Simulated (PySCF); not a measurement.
Compound: C4H7N.
Bonds: C1–N2 (double), N2–C3, C3–C4, C4–C5, C3–C5. Hydrogens: H6, H7 on C1; H8 on C3; H9, H10 on C4; H11, H12 on C5.

Theory: PySCF 2.14.0, density-fitted response routines, TDDFT CAM-B3LYP/def2-SVPD, vertical, gas phase, core orbitals frozen in the response. One conformer (not necessarily the lowest) at the GFN2-xTB geometry, without solvent, vibrations or thermal averaging. Torsions of this conformer, `[CH2:1]=[N:2][CH:3]1[CH2:4][CH2:5]1`: C1–N2–C3–C4 -146°.

Problem. List the vertical singlet excitations with oscillator strengths and describe the spectrum.

Solution. 

```json
{"state": "S1", "E (eV)": "5.06", "E (hartree)": "0.1860", "f": "0.0014", "symmetry": "–", "main configurations (H = HOMO, L = LUMO)": "H→L (96%)"}
{"state": "S2", "E (eV)": "6.92", "E (hartree)": "0.2544", "f": "0.383", "symmetry": "A′", "main configurations (H = HOMO, L = LUMO)": "H-1→L (95%)"}
{"state": "S3", "E (eV)": "7.49", "E (hartree)": "0.2752", "f": "0.046", "symmetry": "A′", "main configurations (H = HOMO, L = LUMO)": "H→L+1 (85%), H→L+2 (9%)"}
{"state": "S4", "E (eV)": "7.61", "E (hartree)": "0.2796", "f": "0.0060", "symmetry": "A″", "main configurations (H = HOMO, L = LUMO)": "H-1→L+1 (88%), H-1→L+4 (10%)"}
{"state": "S5", "E (eV)": "7.82", "E (hartree)": "0.2872", "f": "0.0031", "symmetry": "A″", "main configurations (H = HOMO, L = LUMO)": "H-2→L (94%)"}
{"state": "S6", "E (eV)": "8.06", "E (hartree)": "0.2963", "f": "0.030", "symmetry": "A′", "main configurations (H = HOMO, L = LUMO)": "H→L+4 (63%), H→L+2 (23%)"}
{"state": "S7", "E (eV)": "8.13", "E (hartree)": "0.2987", "f": "0.0031", "symmetry": "A″", "main configurations (H = HOMO, L = LUMO)": "H-1→L+2 (93%)"}
{"state": "S8", "E (eV)": "8.18", "E (hartree)": "0.3005", "f": "0.118", "symmetry": "A′", "main configurations (H = HOMO, L = LUMO)": "H→L+2 (53%), H→L+4 (30%)"}
```

Triplets (Tamm–Dancoff): T1 4.25 eV, H→L (94%); T2 4.59 eV, H-1→L (83%), H-4→L (12%); T3 7.25 eV, H→L+1 (87%).

The lowest singlet comes at 245 nm (488 kJ/mol) in the ultraviolet; it is very weak; its leading configuration is HOMO→LUMO (96%). The most intense listed level is S2 at 6.92 eV (179 nm, f = 0.383), 1.86 eV above S1. Löwdin shares by element: HOMO nitrogen 56%, carbon 23% or more, hydrogen 5% or more (atoms not listed hold the other 15%); LUMO carbon 37% or more, nitrogen 34%, hydrogen 17% or more. Weighted by f, the mean energy of these states is 7.29 eV. Orbital energies (eV): HOMO-3 -11.69, HOMO-2 -10.22, HOMO-1 -8.95, HOMO -8.73, LUMO 0.92, LUMO+1 1.66, LUMO+2 1.99. The listed states span 3.11 eV, and the widest gap between neighbours is 1.86 eV (S1 to S2). Symmetry labels in Cs follow from the direction of the transition dipole and are given only for states with f of 0.002 or more. The window holds the lowest 8 singlets.
